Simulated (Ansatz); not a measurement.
A calculation on hcp Be returned lattice constant a 2.228 Å, lattice parameter c 3.511 Å.

For reference: lattice constant a 2.286 Å (measured, 293 K, not corrected to a static lattice, our sources range from 2.286 to 2.290; as tabulated in Wikipedia's data pages); lattice parameter c 3.584 Å (measured, 293 K, no zero-point or thermal correction; as tabulated in Wikipedia's data pages).

Question: Which level of theory produced these numbers?
A) LDA (Ansatz (a first-principles code))
B) PBE-D4 (Ansatz)
C) r²SCAN+rVV10 (Ansatz)
D) Hartree–Fock (Ansatz)

Answer: A, LDA (Ansatz)

The others give: PBE-D4 2.248 Å, 3.546 Å; r²SCAN+rVV10 2.261 Å, 3.568 Å; Hartree–Fock 2.314 Å, 3.617 Å.

Unless a cell is named, each level is at its own relaxed cell (Hartree–Fock 8.39, LDA 7.55, PBE-D4 7.76, r²SCAN+rVV10 7.90 Å³/atom).

Ansatz's density-functional and Hartree–Fock values are scalar-relativistic unless marked +SOC, with PAW data made under PBE.
